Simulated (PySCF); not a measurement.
Match the calculated data to a structure.

All candidates are C3H2ClFO.

| technique | computed result |
| --- | --- |
| UV, strongest line | among the 8 lowest singlet transitions: S2 at 5.69 eV (218 nm, f = 0.265) [TDDFT CAM-B3LYP/def2-SVPD] |
| 1H NMR | chemical shifts (computed TMS as zero) by class: 6.15 (1 H), 5.77 (1 H) ppm [GIAO PBE0/pcSseg-1] |
| NMR, other nuclei | isotropic shieldings of nuclei other than C and H, by class: -243 (1 O), 278 (1 F), 514 (1 Cl) ppm [GIAO PBE0/pcSseg-1] |
| 13C NMR | chemical shifts (computed TMS as zero) by class: 173.1 (1 C), 163.2 (1 C), 114.5 (1 C) ppm [GIAO PBE0/pcSseg-1] |
| Polarisability | 55.5 au [CAM-B3LYP/def2-SVPD] |
| UV, first state | lowest singlet excitation: 4.52 eV (275 nm, f = 0.000) [TDDFT CAM-B3LYP/def2-SVPD] |
| Rotational structure | rotational constants A, B, C: 4.643, 2.512, 1.630 GHz [GFN2-xTB] |

Electronic properties: PySCF, gas phase, density fitting. Levels stand in brackets. One conformer (not necessarily the lowest) at the GFN2-xTB geometry, without solvent, vibrations or thermal averaging. NMR values are class means; diastereotopic atoms form classes of their own.

**Question.** Which candidate is it?
A. `C=C(F)C(=O)Cl`
B. `O=C(Cl)/C=C/F`
C. `O=C=C[C@H](F)Cl`

**Answer.** A. It is `C=C(F)C(=O)Cl`. Numbering: `[CH2:1]=[C:2]([F:3])[C:4](=[O:5])[Cl:6]`. Its formula, C3H2ClFO, gives 2 degrees of unsaturation: 0 rings and 2 π bonds in the structure found. 3 carbons fall into 3 classes; from least to most shielded: acyl halide carbon [C4] (173.1 ppm), vinylic C–F carbon [C2] (163.2 ppm), terminal =CH2 carbon [C1] (114.5 ppm). Hydrogen classes from least to most shielded: 1 H on a terminal =CH2 carbon, C1 (6.15 ppm), 1 H on a terminal =CH2 carbon, C1 (5.77 ppm). The other shieldings belong to: -243 ppm, carbonyl oxygen [O5]; 278 ppm, vinyl fluorine [F3]; 514 ppm, chlorine bonded to C [Cl6]. S1 is mainly HOMO−1→LUMO (weight 0.90); the largest Löwdin shares of the orbital it empties are 0.51 on the carbonyl oxygen, 0.33 on the chlorine bonded to C, 0.07 on the acyl halide carbon and 0.04 on the vinyl fluorine, of the orbital it fills 0.25 on the acyl halide carbon, 0.22 on the terminal =CH2 carbon, 0.21 on the carbonyl oxygen and 0.15 on the vinylic C–F carbon. The optimised geometry has point group Cs and is an asymmetric top.

The others, at the same levels:
- `O=C(Cl)/C=C/F` fails: its computed 13C shifts are 177.0 (1 C), 174.3 (1 C), 118.8 (1 C) ppm, 1H shifts are 7.88 (1 H), 6.17 (1 H) ppm and rotational constant A is 7.687 GHz (against 4.643 GHz).
- `O=C=C[C@H](F)Cl` fails: its computed 13C shifts are 199.0 (1 C), 111.9 (1 C), 32.0 (1 C) ppm, 1H shifts are 6.92 (1 H), 3.59 (1 H) ppm and rotational constant A is 5.311 GHz (against 4.643 GHz).

Each candidate is one conformer, not necessarily the lowest. Dipoles, sizes and rotational constants follow the conformer. The torsions of the flexible species, by atom-mapped SMILES:
- `[CH2:1]=[C:2]([F:3])[C:4](=[O:5])[Cl:6]`: C1–C2–C4–O5 0°
- `[O:1]=[C:2]([Cl:3])/[CH:4]=[CH:5]/[F:6]`: O1–C2–C4–C5 0°
- `[O:1]=[C:2]=[CH:3][C@H:4]([F:5])[Cl:6]`: C2–C3–C4–F5 32°
